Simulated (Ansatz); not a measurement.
Rock-salt NbC: LDA at its full settings (plane-wave cutoff 520 eV, 22×22×22 k mesh, Fermi–Dirac smearing 0.05 eV, no spin polarisation, scalar-relativistic PAW data made under PBE) and at cheaper ones, in a cell of 2 atoms with Γ-centred meshes.

| level and setting | lattice constant a (Å) | bulk modulus B0 (GPa) |
|---|---|---|
| LDA (Ansatz) | 4.427 | 333 |
| LDA (250 eV cutoff) (Ansatz) | 4.416 | 304 |
| LDA (Γ point alone) (Ansatz) | 5.132 | 94.0 |
| LDA (2×2×2 k mesh) (Ansatz) | 4.484 | 316 |
| LDA (4×4×4 k mesh) (Ansatz) | 4.434 | 330 |

Largest shifts from the full settings: lattice constant a +15.9 % (LDA (Γ point alone)), against a difference of -0.96 % of the full result from the reference 4.47 Å (measured, temperature not stated, no zero-point or thermal correction; as tabulated in Zhang et al. (2018), doi:10.1088/1367-2630/aac7f0); bulk modulus -72 % (LDA (Γ point alone)), against a difference of +18.5 % of the full result from the reference 281 ± 6 GPa (measured, room temperature, not corrected to a static lattice; as tabulated in High-pressure structural stability of NbC, High Pressure Research 37, 244 …).

Ansatz's density-functional and Hartree–Fock values are scalar-relativistic unless marked +SOC, with PAW data made under PBE.

Run with cheap settings on purpose, which may leave them unconverged: LDA (250 eV cutoff), LDA (2×2×2 k mesh), LDA (4×4×4 k mesh), LDA (Γ point alone).

Ansatz is a first-principles code.
